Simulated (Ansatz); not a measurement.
## Ansatz (development build ahead of 0.2.0) run

```yaml
crystal:
  periodic: [false, false, false]
  atoms:
    - { symbol: S, position_ang: [0.00718, 0.00461, -0.07444] }
    - { symbol: H, position_ang: [0.00281, 0.00367, 1.28321] }
basis:
  gaussian: { orbitals: def2-TZVP }
magnetization:
  spin_polarized: true
  initial_magnetization: 1
hamiltonian:
  xc: hf
```

The input is written out in the form of the current development build from the run's settings.

The run gave:

```yaml
Converged: yes
Total_energy: -398.09786 hartree
Spin_squared_of_the_determinant: 0.764
```
